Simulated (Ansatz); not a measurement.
# C2H6S (charge +1), SMILES C[S+]C: a rigid scan of one bond angle

Computed with the Ansatz DFT code, driven from Python.

At the Python prompt:
```pycon
>>> from dataclasses import dataclass
>>> import ansatz as az
>>> from ase import Atoms
>>> @dataclass
... class RunConfig:
...     basis_set: str = 'def2-SVP'
...     xc: str = 'R2SCAN0'
...     charge: int = 1
...     force_tol: float = 0.02
...
>>> opts = RunConfig()
>>> atoms = Atoms(['C', 'S', 'C', 'H', 'H', 'H', 'H', 'H', 'H'], positions=[
...     (1.2823, 0.3332, 0.1879),
...     (0.0447, 0.5703, -1.1262),
...     (-1.2803, -0.3076, -0.2384),
...     (1.4555, -0.7498, 0.3585),
...     (2.2367, 0.8043, -0.1245),
...     (0.9371, 0.8111, 1.1283),
...     (-0.9801, -1.3589, -0.0466),
...     (-2.1976, -0.3046, -0.8622),
...     (-1.4985, 0.2021, 0.7232),
... ])
>>> # relax first, so that the scan starts from a minimum
>>> first = (
...     az.Crystal.molecule_from_ase(atoms).calculation()
...     .basis(gaussian=opts.basis_set)
...     .functional(opts.xc)
...     .charge(opts.charge)  # electrons removed from the neutral system
...     .spin('collinear', total=1)  # spin-polarised run
...     .accuracy('medium')  # preset for grids and thresholds
...     .relax(force_tolerance=opts.force_tol, max_steps=80)  # relax until the tolerances are met
... )
>>> atoms.positions = first.run(threads=1).report['positions_ang']
>>> rows = []
>>> for angle in [85, 95, 105, 115, 125, 140, 160]:
...     bent = atoms.copy()
...     bent.set_angle(2, 1, 0, angle, indices=[0, 3, 4, 5])
...     setup = (
...         az.Crystal.molecule_from_ase(bent).calculation()
...         .basis(gaussian=opts.basis_set)
...         .functional(opts.xc)
...         .charge(opts.charge)
...         .spin('collinear', total=1)  # two spin channels
...         .accuracy('medium')
...     )
...     rows.append((angle, setup.run(threads=1).report['free_energy_ev']))
...
>>> floor = min(e for _, e in rows)
>>> for angle, e in rows:
...     print(f'angle C2-S1-C0 = {angle:3d} deg   {1000 * (e - floor):9.1f} meV')
...
angle C2-S1-C0 =  85 deg       519.8 meV
angle C2-S1-C0 =  95 deg        96.4 meV
angle C2-S1-C0 = 105 deg         0.0 meV
angle C2-S1-C0 = 115 deg       119.9 meV
angle C2-S1-C0 = 125 deg       404.0 meV
angle C2-S1-C0 = 140 deg      1059.0 meV
angle C2-S1-C0 = 160 deg      2105.3 meV
```

Caveats:
- The settings weren't tested for convergence.
- The scan is rigid, and the energies are electronic, in a modest basis. The zero is the lowest point of the grid, which needn't be the minimum.
- The run takes the species as open-shell (spin multiplicity 2), which needn't be its ground state.
- For an odd-electron ion, approximate functionals spread the charge over both fragments and lower the stretched end too much.
- The whole script took 75 s on 1 thread of Arm Neoverse V2, on a shared host, peak memory 0.29 GiB.

(A comment or docstring line of the script was reworded after the run, the code is as it ran.)
